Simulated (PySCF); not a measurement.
# C5H8N: g tensor and hyperfine couplings

Species: C5H8N (doublet state).
Structure used (PBE0-D3(BJ)/def2-SVP), in Å, numbered top down from 1:
```
atom  x, y, z in Å
C1    -1.0177    1.1079    0.6228
C2    -0.3526    0.3060   -0.4427
C3    -0.8510   -1.1341   -0.4812
C4     1.1917    0.3617   -0.3097
C5     1.6796   -0.2438    0.9241
N6     2.0421   -0.7364    1.9067
H7    -1.3689    0.6291    1.5406
H8    -1.0204    2.1998    0.5781
H9    -0.5636    0.7802   -1.4189
H10   -0.3804   -1.7011   -1.2990
H11   -1.9403   -1.1642   -0.6283
H12   -0.6230   -1.6528    0.4638
H13    1.5396    1.4066   -0.3412
H14    1.6638   -0.1598   -1.1593
```

The hyperfine couplings belong to this conformer and change with its torsions.

As a line formula: `[CH2][C@H](C)CC#N` [radical].

Theory: PySCF, UKS B3LYP, IGLO-III on C N, pcH-1 on H, non-relativistic, mean-field spin-orbit, GIAO. The structure is a single PBE0-D3(BJ)/def2-SVP conformer in the gas phase; no vibrational or solvent corrections. Stability of the SCF solution: not tested.

```
g1, g2, g3                      : 2.00213, 2.00273, 2.00283
g_iso                           : 2.00257
Form of g                       : close to axial: the two nearest values differ by 14 % of g3 − g1
⟨S²⟩                            : 0.7539 (exact 0.7500)
HOMO–LUMO gap, α and β orbitals : 6.36, 6.77 eV
Total energy                    : -250.12410 Eh
Basis functions                 : 290
```

Isotropic coupling and dipolar principal values T1 to T3, in MHz:

```
atom  isotope  a_iso     T1     T2     T3  Mulliken spin population
  C1      13C   94.7  -79.6  -78.8  158.5                      1.10
  C2      13C  -27.7   -1.8   -0.4    2.2                     -0.08
  C3      13C    9.5   -1.6   -1.5    3.1                      0.01
  C4      13C   87.3   -5.1   -4.7    9.9                      0.03
  C5      13C   -3.0   -1.2   -0.3    1.5                      0.00
  N6      14N    0.4   -0.3    0.0    0.3                      0.00
  H7       1H  -63.8  -38.4   -0.4   38.8                     -0.05
  H8       1H  -63.0  -38.3   -0.5   38.9                     -0.05
  H9       1H   48.5   -5.0   -4.7    9.8                      0.02
 H10       1H    2.8   -1.8   -1.7    3.4                      0.00
 H11       1H   -1.3   -4.0   -2.7    6.7                      0.00
 H12       1H   -1.7   -2.9   -2.6    5.5                      0.00
 H13       1H   -1.5   -5.2   -2.4    7.6                      0.00
 H14       1H   14.7   -3.3   -1.6    5.0                      0.01
```

Largest spin populations (Mulliken): C1 (+1.10) and C2 (-0.08). No atom but C1 exceeds +0.15. The angles at C1 add up to 359.3°, so it is planar; its axial dipolar tensor and the negative couplings of its protons fit spin in a p orbital normal to that plane.

Axes: g3 points within 13° of the C1–H8 bond.

Under fast tumbling the dipolar parts average out, and these isotropic splittings remain: 2 × 1H (H7/H8, I = 1/2, 3 lines) with 2.26 mT, 1 × 1H (H9, I = 1/2, 2 lines) with 1.73 mT, 1 × 1H (H14, I = 1/2, 2 lines) with 0.52 mT and 1 × 1H (H13, I = 1/2, 2 lines) with 0.06 mT.

Nuclei that the bonding pattern makes equivalent are averaged, as if the motion that swaps them (rotation, inversion, ring flip) were fast.

The 13C coupling of C1 (94.7 MHz) shows only in satellite lines or after enrichment, since that isotope makes up about 1.07 % of natural carbon.

The spin density at the nucleus, in bohr⁻³, is negative for C2 (-0.0246), H7/H8 (-0.0142) and C5 (-0.0027), for instance. A restricted open-shell determinant has no negative spin density anywhere; here it arises because α and β orbitals differ (spin polarisation).
